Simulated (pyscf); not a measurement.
SiH₂, singlet

Gas-phase minimum from PySCF at ωB97X-D3(BJ)/def2-SVP, one conformer. 

```
Si
H 1 1.5279
H 1 1.5279 2 91.92
```

Properties at ωB97X-D3(BJ)/def2-SVP:

| Quantity | Result |
|---|---|
| Harmonic wavenumbers, unscaled | 1038, 2091, 2092 cm⁻¹ |
| Zero-point energy | 7.5 kcal/mol |
| Rotational symmetry number | 2 |
| Entropy of this conformer at 298 K and 1 atm, rigid rotor and harmonic oscillator, modes under 100 cm⁻¹ raised to 100 | 207.4 J/(mol K) |
| Dipole moment | 0.39 D |

Single-point totals, which compare only within one level (frozen core for MP2 and CC):

| level | total energy (hartree) |
|---|---|
| ωB97X-D3(BJ)/def2-TZVP | -290.63535 |
| PBE/def2-TZVP | -290.45788 |
| r²SCAN/def2-TZVP | -290.57805 |
| B3LYP-D3(BJ)/def2-TZVP | -290.64279 |
| PBE0-D3(BJ)/def2-TZVP | -290.48688 |
| M06-2X/def2-TZVP | -290.58952 |
| ωB97M-D3(BJ)/def2-TZVP | -290.65757 |
| HF/def2-TZVPP | -290.02618 |
| MP2/def2-TZVPP | -290.13571 |
| CCSD/def2-TZVPP | -290.16325 |
| CCSD(T)/def2-TZVPP | -290.16699 |

The CCSD(T) − MP2 part came from Ansatz, without density fitting, on the same reference.
